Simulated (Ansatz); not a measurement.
# C3H5NO: one species, many methods

The task here is to estimate one member of a computed series from the others.

Computed with Ansatz 0.2.0, Gaussian basis. Level: functionals in def2-TZVPP, the program's frozen cores in correlated methods.

Plan: LDA (SPW92), PBE-D4, revPBE-D4, BLYP-D4, r2SCAN-D4, B97M-V, PBE0-D4, B3LYP-D4, r2SCANh-D4, r2SCAN0-D4, HSE06-D4, BHLYP-D4, CAM-B3LYP-D4, LC-ωPBE, ωB97X-V, ωB97M-V, B2PLYP, PBE-QIDH; CCSD(T)/def2-SVP; CCSD(T)/def2-TZVPP; MP2/def2-QZVPP; extrapolation to the limit; RPA on PBE.

## The relaxed structure

The geometry comes from an earlier relaxation with PBE0-D4 in a triple-zeta def2 set; it is a stationary point, not always the lowest conformer.

SMILES `NC1=C(O)C1`, 10 atoms, charge 0, spin multiplicity 1.

Atoms are counted from 1 here; the program's logs count them from 0.

Bond lengths: N1–C2 1.371 Å, N1–H6 1.009 Å, N1–H7 1.009 Å, C2–C3 1.288 Å, C2–C5 1.507 Å, C3–O4 1.343 Å, C3–C5 1.485 Å, O4–H8 0.961 Å, C5–H9 1.099 Å, C5–H10 1.096 Å. Angles: C2–N1–H6 113.9°, C2–N1–H7 113.8°, H6–N1–H7 111.4°, N1–C2–C3 154.0°, N1–C2–C5 140.1°, C3–C2–C5 63.6°, C2–C3–O4 148.5°, C2–C3–C5 65.4°, O4–C3–C5 144.4°, C3–O4–H8 108.2°, C2–C5–C3 51.0°, C2–C5–H9 119.2°, C2–C5–H10 119.6°, C3–C5–H9 120.5°, C3–C5–H10 120.5°, H9–C5–H10 112.8°.

Geometry (Å):

```mol
C3H5NO
  3D, bonds by distance, orders not assigned

 10 10  0  0  0  0  0  0  0  0999 V2000
   -1.1191    1.2294   -0.8144 N   0  0
   -0.2724    0.2952   -0.2766 C   0  0
    0.0032   -0.8346    0.2766 C   0  0
   -0.4237   -2.0343    0.7034 O   0  0
    1.0417    0.2109    0.4566 C   0  0
   -1.9487    0.8365   -1.2336 H   0  0
   -0.6649    1.8806   -1.4372 H   0  0
    0.3372   -2.5294    1.0188 H   0  0
    1.1526    0.7265    1.4211 H   0  0
    1.9774    0.1682   -0.1116 H   0  0
  1  2  8  0
  2  3  8  0
  3  4  8  0
  3  5  8  0
  1  6  8  0
  1  7  8  0
  4  8  8  0
  5  9  8  0
  5 10  8  0
  2  5  8  0
M  END
```

Set-up of the first run:

Contents of in.yaml:

```yaml
crystal:
  periodic: [false, false, false]
  atoms:
    - {symbol: N, position_ang: [-1.119095, 1.229394, -0.814386]}
    - {symbol: C, position_ang: [-0.272390, 0.295205, -0.276647]}
    - {symbol: C, position_ang: [0.003192, -0.834588, 0.276589]}
    - {symbol: O, position_ang: [-0.423712, -2.034343, 0.703386]}
    - {symbol: C, position_ang: [1.041665, 0.210947, 0.456562]}
    - {symbol: H, position_ang: [-1.948725, 0.836545, -1.233589]}
    - {symbol: H, position_ang: [-0.664896, 1.880567, -1.437171]}
    - {symbol: H, position_ang: [0.337219, -2.529432, 1.018787]}
    - {symbol: H, position_ang: [1.152575, 0.726505, 1.421085]}
    - {symbol: H, position_ang: [1.977368, 0.168200, -0.111618]}
basis:
  gaussian: {orbitals: def2-TZVPP}
hamiltonian: {xc: lda}
output: {orbitals: {seedname: orbitals}}
```

Run with:

```sh
$ ansatz run in.yaml --threads 2 --pin off --events-out ev --progress --plain --max-ram 4352MiB
```

Among the steps run: LDA; PBE-D4 (GGA); revPBE-D4 (GGA); BLYP-D4 (GGA); r2SCAN-D4 (meta-GGA); B97M-V (meta-GGA); B3LYP-D4 (hybrid); r2SCANh-D4 (hybrid); r2SCAN0-D4 (hybrid); HSE06-D4 (hybrid); BHLYP-D4 (hybrid); CAM-B3LYP-D4 (range-separated); LC-ωPBE (range-separated); ωB97X-V (range-separated); ωB97M-V (range-separated); B2PLYP (double hybrid); PBE-QIDH (double hybrid).

One table of the session follows, with a row left open; its other results are not shown here.

It belongs to the step «Orbital energies across the functionals». 

| functional | HOMO (eV) | LUMO (eV) | gap (eV) |
| --- | --- | --- | --- |
| LDA (SPW92) | -4.37 | -0.13 | 4.24 |
| PBE-D4 | -4.23 | -0.02 | 4.21 |
| revPBE-D4 | -4.17 | 0.03 | 4.20 |
| BLYP-D4 | -4.12 | -0.09 | 4.03 |
| r2SCAN-D4 | ? | ? | ? |
| B97M-V | -4.46 | 0.25 | 4.71 |
| PBE0-D4 | -5.40 | 0.84 | 6.23 |
| B3LYP-D4 | -5.21 | 0.44 | 5.65 |
| r2SCANh-D4 | -4.83 | 0.97 | 5.80 |
| r2SCAN0-D4 | -5.51 | 1.33 | 6.84 |
| HSE06-D4 | -5.00 | 0.47 | 5.47 |
| BHLYP-D4 | -6.47 | 1.42 | 7.89 |
| CAM-B3LYP-D4 | -6.71 | 1.57 | 8.28 |
| LC-ωPBE | -8.00 | 2.95 | 10.95 |
| ωB97X-V | -7.66 | 2.73 | 10.39 |
| ωB97M-V | -7.57 | 2.25 | 9.82 |

Q: Estimate the row for r2SCAN-D4 from the others.

Worked estimate for «HOMO (eV)». Against the share of exact exchange, r2SCANh-D4 (0.1, -4.83), r2SCAN0-D4 (0.25, -5.51) give a slope of -4.53 per unit share; at 0 the line stands at -4.38.

The run gave: HOMO (eV): -4.39; LUMO (eV): 0.72; gap (eV): 5.10. In «HOMO (eV)» the line misses by +0.01.
